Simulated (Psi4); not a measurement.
# CH6Si (methylsilane): HF/STO-3G

Aim: the vertical ionisation energy of CH6Si (methylsilane) at HF/STO-3G, from 2 runs. 

The results are computed with Psi4 1.11.

2 further runs of the same task are left out: 2 that didn't finish.

### 1 The molecule

CH6Si has 8 atoms, charge 0, and is taken as a singlet. SMILES: `C[SiH3]`. The coordinates come from a PBE0-D4/def2-TZVP relaxation.

Bond lengths: C1–Si2 1.871 Å, C1–H3 1.092 Å, C1–H4 1.092 Å, C1–H5 1.092 Å, Si2–H6 1.488 Å, Si2–H7 1.488 Å, Si2–H8 1.488 Å. Some angles: C1–Si2–H6 110.7°, C1–Si2–H7 110.7°, C1–Si2–H8 110.7°, Si2–C1–H3 110.8°, Si2–C1–H4 110.8°, Si2–C1–H5 110.8°, H6–Si2–H7 108.2°, H6–Si2–H8 108.2°, H7–Si2–H8 108.2°, H3–C1–H4 108.1°.

### 2 Energy and gradient at HF/STO-3G

The input, ch6si.py:

```python
import psi4

psi4.set_memory('2200 MB')
psi4.set_num_threads(1)
psi4.set_output_file('psi4.out', False)

mol = psi4.geometry("""
0 1
C
Si 1 1.870687
H 1 1.092228 2 110.80189
H 1 1.092235 3 108.10966 2 121.59509
H 1 1.092237 3 108.10933 4 116.80952
H 2 1.488108 1 110.7078 3 -59.98094
H 2 1.488112 6 108.20723 1 121.48456
H 2 1.488111 6 108.20759 7 117.03026
units angstrom
symmetry c1
no_reorient
no_com
""")

options = {'basis': 'STO-3G', 'puream': True, 'e_convergence': 1e-09, 'd_convergence': 1e-08, 'scf_type': 'pk'}
psi4.set_options(options)

e_tot, wfn = psi4.gradient('hf', molecule=mol, return_wfn=True)
psi4.oeprop(wfn, 'LOWDIN_CHARGES', 'MAYER_INDICES', 'QUADRUPOLE', title='HF')
print('gradient / Eh bohr^-1')
print(e_tot.np.round(6))
print(f'energy = {wfn.energy():.10f} Eh')
for k, v in sorted(psi4.core.scalar_variables().items()):
    print(f'{k:45s} {v:18.10f}')
```

Started as:

```console
python ch6si.py
```

psi4.out:

```text
[...]
  Running in c1 symmetry.
[...]
  Nuclear repulsion =   62.848665669707529
[...]
  Multiplicity = 1
[...]
  Nalpha       = 13
  Nbeta        = 13
[...]
    Number of basis functions: 20
[...]
   @RHF iter   1:  -326.50077895514784   -2.32860e+00   3.51916e-03 ADIIS/DIIS
[...]
   @RHF iter   8:  -326.50486839838703   -2.27374e-13   2.60939e-09 DIIS
[...]
    Orbital Energies [Eh]
    ---------------------
    Doubly Occupied:
       1A    -67.976206     2A    -10.992755     3A     -5.956958
       4A     -3.982294     5A     -3.982294     6A     -3.982244
       7A     -0.898587     8A     -0.659884     9A     -0.521260
      10A     -0.521258    11A     -0.406534    12A     -0.406534
      13A     -0.394327
[...]
  @RHF Final Energy:  -326.50486839838703
   => Energetics <=
    Nuclear Repulsion Energy =             62.8486656697075290
    One-Electron Energy =                -577.3447974479648792
    Two-Electron Energy =                 187.9912633798703041
    Total Energy =                       -326.5048683983870319
[...]
  -Total Gradient:
     Atom            X                  Y                   Z
    ------   -----------------  -----------------  -----------------
       1       -0.000002166220     0.000007823002     0.000223810653
       2        0.000001303723     0.000001119197    -0.033987507994
       3        0.000000989105     0.008743085875    -0.001738225717
       4       -0.007577143837    -0.004374531529    -0.001738302995
       5        0.007578034501    -0.004375695244    -0.001739532541
       6        0.027140211979     0.015681523591     0.012993705122
       7        0.000011267810    -0.031347082432     0.012993096491
       8       -0.027152497061     0.015663757538     0.012992956982
[...]
 Multipole Moments:
 ------------------------------------------------------------------------------------
     Multipole            Electronic (a.u.)      Nuclear  (a.u.)        Total (a.u.)
 ------------------------------------------------------------------------------------
 L = 1.  Multiply by 2.5417464519 to convert [e a0] to [Debye]
 Dipole X            :          0.0000090           -0.0000064            0.0000026
 Dipole Y            :          0.0000434           -0.0000389            0.0000045
 Dipole Z            :          1.4043968           -1.4753869           -0.0709901
 Magnitude           :                                                    0.0709901
 L = 2.  Multiply by 1.3450342976 to convert [e a0^2] to [Debye ang]
 Quadrupole XX       :        -31.6027484           15.9633716          -15.6393768
 Quadrupole XY       :          0.0000460           -0.0000383            0.0000078
[...]
```

The script printed:

```text
gradient / Eh bohr^-1
[[-2.0000e-06  8.0000e-06  2.2400e-04]
 [ 1.0000e-06  1.0000e-06 -3.3988e-02]
 [ 1.0000e-06  8.7430e-03 -1.7380e-03]
 [-7.5770e-03 -4.3750e-03 -1.7380e-03]
 [ 7.5780e-03 -4.3760e-03 -1.7400e-03]
 [ 2.7140e-02  1.5682e-02  1.2994e-02]
 [ 1.1000e-05 -3.1347e-02  1.2993e-02]
 [-2.7152e-02  1.5664e-02  1.2993e-02]]
energy = -326.5048683984 Eh
CURRENT ENERGY                                   -326.5048683984
CURRENT REFERENCE ENERGY                         -326.5048683984
DD SOLVATION ENERGY                                 0.0000000000
HF KINETIC ENERGY                                 322.0216224291
HF POTENTIAL ENERGY                              -648.5264908275
HF TOTAL ENERGY                                  -326.5048683984
HF VIRIAL RATIO                                     2.0139221892
NUCLEAR REPULSION ENERGY                           62.8486656697
ONE-ELECTRON ENERGY                              -577.3447974480
PCM POLARIZATION ENERGY                             0.0000000000
PE ENERGY                                           0.0000000000
SCF ITERATION ENERGY                             -326.5048683984
SCF ITERATIONS                                      8.0000000000
SCF TOTAL ENERGY                                 -326.5048683984
TWO-ELECTRON ENERGY                               187.9912633799
```

Wall time 2.5 s (1 thread of Intel Xeon Platinum 8259CL at 2.50GHz (Skylake/Cascade Lake), shared host); peak memory 0.18 GiB.

### 3 The doublet cation: a single-point energy at UHF/STO-3G

The input, ch6si.json:

```json
{
 "schema_name": "qcschema_input",
 "schema_version": 1,
 "molecule": {
  "schema_name": "qcschema_molecule",
  "schema_version": 2,
  "symbols": ["C", "Si", "H", "H", "H", "H", "H", "H"],
  "geometry": [-0.34298529, 0.45304294, -1.77690947, 0.30692932, -0.40544074, 1.59020453, -2.34414857, 0.21261309, -2.22152424, 0.74732999, -0.7396766, -3.06097838, 0.16365028, 2.42021004, -2.14268486, -1.18100324, 1.22117882, 3.3361036, 3.03406868, -0.07560794, 2.19183664, -0.38382227, -3.0863196, 2.08395218],
  "molecular_charge": 1,
  "molecular_multiplicity": 2,
  "fix_symmetry": "c1",
  "fix_com": true,
  "fix_orientation": true
 },
 "driver": "energy",
 "model": {
  "method": "scf",
  "basis": "STO-3G"
 },
 "keywords": {
  "reference": "uhf",
  "puream": true,
  "e_convergence": 1e-09,
  "d_convergence": 1e-08,
  "scf_type": "pk",
  "maxiter": 100,
  "scf_properties": ["QUADRUPOLE", "WIBERG_LOWDIN_INDICES", "MAYER_INDICES"]
 }
}
```

Started as:

```console
psi4 --qcschema ch6si.json -n 1 --memory 2200MB
```

stdout:

```text
[...]
  Running in c1 symmetry.
[...]
  Nuclear repulsion =   62.848656056025746
[...]
  Multiplicity = 2
[...]
  Nalpha       = 13
  Nbeta        = 12
[...]
    Number of basis functions: 20
[...]
   @UHF iter   1:  -326.09421593640326   -1.92204e+00   1.35879e-02 DIIS/ADIIS
[...]
   @UHF iter  13:  -326.15162964974098   -2.84217e-13   6.70318e-09 DIIS
[...]
   @S^2 Observed:                7.558661695E-01
[...]
    Orbital Energies [Eh]
    ---------------------
    Alpha Occupied:
       1A    -68.315297     2A    -11.381955     3A     -6.290553
       4A     -4.322213     5A     -4.312740     6A     -4.312740
       7A     -1.268056     8A     -0.961706     9A     -0.852606
      10A     -0.852605    11A     -0.766896    12A     -0.676913
      13A     -0.676911
    Alpha Virtual:
      14A      0.156686    15A      0.248225    16A      0.248226
      17A      0.277560    18A      0.403785    19A      0.403792
      20A      0.434233
[...]
  @UHF Final Energy:  -326.15162964974098
   => Energetics <=
    Nuclear Repulsion Energy =             62.8486560560257459
    One-Electron Energy =                -569.0506052094210645
    Two-Electron Energy =                 180.0503195036543218
    Total Energy =                       -326.1516296497410394
  UHF NO Occupations:
  HONO-2 :   11  A 1.9996101
  HONO-1 :   12  A 1.9984015
[...]
 Multipole Moments:
 ------------------------------------------------------------------------------------
     Multipole            Electronic (a.u.)      Nuclear  (a.u.)        Total (a.u.)
 ------------------------------------------------------------------------------------
 L = 1.  Multiply by 2.5417464519 to convert [e a0] to [Debye]
 Dipole X            :         -2.3042715            2.2751736           -0.0290979
 Dipole Y            :          3.0439421           -3.0055149            0.0384272
 Dipole Z            :        -11.9388391           11.7881115           -0.1507275
 Magnitude           :                                                    0.1582470
 L = 2.  Multiply by 1.3450342976 to convert [e a0^2] to [Debye ang]
 Quadrupole XX       :        -31.9553621           18.8526889          -13.1026732
 Quadrupole XY       :          3.6309776           -3.8166343           -0.1856566
[...]
```

The result, in JSON:

```text
{
 "driver": "energy",
 "model": {
  "method": "scf",
  "basis": "STO-3G"
 },
 "success": true,
 "return_result": -326.151629649741,
 "properties": {
  "calcinfo_nbasis": 20,
  "calcinfo_nmo": 20,
  "calcinfo_nalpha": 13,
  "calcinfo_nbeta": 12,
  "calcinfo_natom": 8,
  "nuclear_repulsion_energy": 62.848656056025746,
  "return_energy": -326.151629649741,
  "scf_one_electron_energy": -569.0506052094211,
  "scf_two_electron_energy": 180.05031950365432,
  "scf_dipole_moment": [-0.02909791417874752, 0.03842720407901146, -0.15072753612586354],
  "scf_total_energy": -326.151629649741,
  "scf_iterations": 13
 }
}
```

It took 2.7 s on 1 thread of Intel Xeon Platinum 8259CL at 2.50GHz (Skylake/Cascade Lake), shared host; peak memory 0.18 GiB.

### 4 Summary of results

Level: HF/STO-3G.

```
                                          quantity          value
                       singlet CH6Si: total energy  -326.50487 Eh
                      singlet CH6Si: dipole moment         0.18 D
                        singlet CH6Si: HOMO energy      -10.73 eV
                        singlet CH6Si: LUMO energy       14.06 eV
                      singlet CH6Si: HOMO–LUMO gap       24.79 eV
           singlet CH6Si: largest force on an atom     1.748 eV/Å
                      doublet cation: total energy  -326.15163 Eh
doublet cation: HOMO energy (highest over α and β)      -17.94 eV
 doublet cation: LUMO energy (lowest over α and β)       -8.52 eV
                              doublet cation: ⟨S²⟩          0.756
vertical ionisation energy (to the doublet cation)       9.612 eV
```

What this shows: Removing an electron at fixed nuclei costs 9.61 eV (222 kcal/mol). The largest force (singlet CH6Si) is 1.75 eV/Å: the shape isn't a stationary point for this species at this level. −ε(HOMO) before ionisation, 10.73 eV, is 1.12 eV above this ionisation energy. In a minimal basis such a difference can be off by several eV, whatever the method.
